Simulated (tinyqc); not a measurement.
Worked calculation: extended Hueckel theory, for LiH. One step of it, computed by the program tinyqc.

Question. Mulliken analysis. P = C n C^T; charge = valence electrons (H 1, Li 1) minus the sum of (P S)_ii on the atom; overlap population = 2 sum P_ij S_ij between two atoms.

coefficients:
```
              MO1        MO2       MO3        MO4        MO5
1Li 2s   0.083646   0.888825  0.000000   0.000000   0.623588
1Li 2px  0.000000   0.000000  0.828824  -0.559509   0.000000
1Li 2py  0.000000   0.000000  0.559509   0.828824   0.000000
1Li 2pz  0.067796  -0.465475  0.000000   0.000000   1.058524
2H 1s    0.934828  -0.127310  0.000000   0.000000  -0.798432
```

occupations: 2.000000  0.000000  0.000000  0.000000  0.000000

overlap S:
```
           1Li 2s   1Li 2px   1Li 2py   1Li 2pz     2H 1s
1Li 2s   1.000000  0.000000  0.000000  0.000000  0.348817
1Li 2px  0.000000  1.000000  0.000000  0.000000  0.000000
1Li 2py  0.000000  0.000000  1.000000  0.000000  0.000000
1Li 2pz  0.000000  0.000000  0.000000  1.000000  0.472977
2H 1s    0.348817  0.000000  0.000000  0.472977  1.000000
```

Give: charges; Overlap populations.

Answer.

charges: 1Li 0.8623, 2H -0.8623

Overlap populations:
```
pair     value
2-1   0.229006
```
